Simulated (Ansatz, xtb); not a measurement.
**Two conformers of CH4NO+**

Structure X is `[NH2+]=CO`, a singlet and structure Y is `[NH2+]=CO`, a singlet. Both are isolated ions in the gas phase, relaxed with PBE0-D4/def2-TZVP.

X (Å):

```
atom    x (Å)    y (Å)    z (Å)
   C   0.7463   0.0748   0.2009
   N   1.3846   1.1862   0.3178
   O   1.3960  -0.9991  -0.0607
   H   2.3929   1.2244   0.2062
   H   0.8912   2.0444   0.5238
   H  -0.3355   0.0643   0.3259
   H   0.8361  -1.7875  -0.1311
```

Y (Å):

| atom | x (Å) | y (Å) | z (Å) |
| --- | --- | --- | --- |
| C | -0.3323 | -0.5402 | 1.0042 |
| N | -0.3887 | -0.7974 | 2.2688 |
| O | 0.0717 | -1.3292 | 0.0840 |
| H | -0.1079 | -1.6833 | 2.6732 |
| H | -0.7288 | -0.0892 | 2.9077 |
| H | -0.6526 | 0.4362 | 0.6485 |
| H | 0.3652 | -2.2110 | 0.3688 |

Energies in hartree; the thermal terms are from PBE0-D4/def2-TZVP harmonic frequencies (ideal gas, rigid rotor, one conformer each, 298.15 K, 1 atm) and include the zero-point energy:

|  | X | Y |
| --- | --- | --- |
| E, CCSD(T)/def2-TZVPP | −169.980478 | −169.975340 |
| zero-point energy | 0.060061 | 0.060009 |
| H(298 K) − E | 0.064484 | 0.064421 |
| G(298 K) − E | 0.035709 | 0.035633 |

Question: Work out ΔE, ΔE₀, ΔH and ΔG for X → Y in kJ/mol (1 Eh = 2625.50 kJ/mol) and the equilibrium ratio [Y]/[X].

Answer: 1. ΔE = −169.975340 − (−169.980478) = +0.005138 Eh = +13.49 kJ/mol.
2. ΔE₀ = ΔE + ΔZPE = +0.005138 + (−0.000052) Eh = +13.35 kJ/mol.
3. ΔH = ΔE + (−0.000063) Eh = +13.32 kJ/mol.
4. ΔG = ΔE + (−0.000076) Eh = +13.29 kJ/mol, so ΔS = (ΔH − ΔG)/T = +0.1 J/(mol K).
5. kT = 0.9442 mEh, so K = [Y]/[X] = exp(−ΔG/kT) = exp(−5.36) ≈ 0.0047.

Structure X is favoured at this temperature. An error of 4 kJ/mol in ΔG would change K by a factor of 5. Mirror images and further conformers aren't counted.

Other levels gave ΔE = +13.9 (PBE0-D4/def2-TZVP); +13.0 (HF/def2-TZVPP); +13.8 (MP2/def2-TZVPP) kJ/mol. The correlated steps freeze 3 core orbitals. Programs: Ansatz 0.2.0.
